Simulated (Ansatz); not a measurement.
Cost and result for the atomization energy of C₄H₃F (`C=C=C=CF`) (8 atoms, 7 bonds).

```xyz
8

C     1.258    0.515    1.423
C     0.427    0.171    0.473
C    -0.382   -0.159   -0.439
C    -1.175   -0.515   -1.416
F    -2.506   -0.445   -1.319
H     2.331    0.436    1.282
H     0.895    0.889    2.374
H    -0.847   -0.892   -2.378
```

The species carries charge 0 and has multiplicity 1. Geometry: relaxed with PBE0-D4/def2-TZVP. Program: Ansatz. All runs use 2 threads of an Arm Neoverse V2 on a shared host. Times are those of one run each, without the atoms' runs, and a repeat can differ threefold. Electronic energies, without spin–orbit coupling; frozen cores. CCSD(T)/CBS adds CCSD(T) − MP2 in def2-TZVPP to the MP2 limit, and its time is that of the two runs behind it. T1 = 0.015; the RHF reference is unstable towards UHF. B3LYP takes the VWN-RPA correlation (the form of Gaussian; ORCA's B3LYP/G). HSE06 is the plane-wave form, built on full-range PBE exchange.

CCSD(T)/CBS is a level of theory with its own doubt, some kJ/mol a heavy atom from the limit and from the frozen cores, so smaller differences don't rank the functionals.

```tsv
level	functions	wall time	atomization (kJ/mol)	difference from CCSD(T)/CBS	per bond
revPBE-D4/def2-TZVPP	197	1.7 s	3631.4	85.8	12.3
PBE-D4/def2-TZVPP (with forces)	197	2.1 s	3748.1	202.5	28.9
PBE0-D4/def2-TZVPP	197	2.2 s	3621.9	76.3	10.9
HSE06-D4/def2-TZVPP	197	2.3 s	3627.0	81.4	11.6
B3LYP-D4/def2-TZVPP (with forces)	197	3.3 s	3584.1	38.5	5.5
CCSD(T)/def2-SVP	85	3.5 s	3405.4	-140.2	-20.0
r2SCAN-D4/def2-TZVPP (with forces)	197	4 s	3605.1	59.5	8.5
B2PLYP/def2-TZVPP	197	4.9 s	3546.2	0.6	0.1
B97M-V/def2-TZVPP	197	8.5 s	3592.1	46.5	6.6
ωB97M-V/def2-TZVPP (with forces)	197	9 s	3568.1	22.5	3.2
MP2/def2-QZVPP	375	19 s	3615.1	69.5	9.9
CCSD(T)/def2-TZVPP	197	80 s	3454.4	-91.2	-13.0
CCSD(T)/CBS(def2)	–	98 s	3545.6	0.0	0.0
```

At CCSD(T), def2-SVP lies −140.3 kJ/mol from the extrapolated value and def2-TZVPP −91.2 kJ/mol: correlation converges slowly with the basis, and small sets miss more of it in the bonded molecule than in its fragments. Leaving LDA and LC-ωPBE aside and taking each functional with its dispersion term where it has one, the values, not all of them listed here, spread over 334.7 kJ/mol, from BHLYP-D4 to PBE-D4. LDA lies +471.9 kJ/mol from PBE without D4, its usual overbinding. In def2-TZVPP, CCSD(T) changes the Hartree–Fock value by +937.0 kJ/mol (the triples alone add +81.3 kJ/mol) and MP2 by +1043.9 kJ/mol; breaking electron pairs costs correlation energy, which Hartree–Fock lacks.
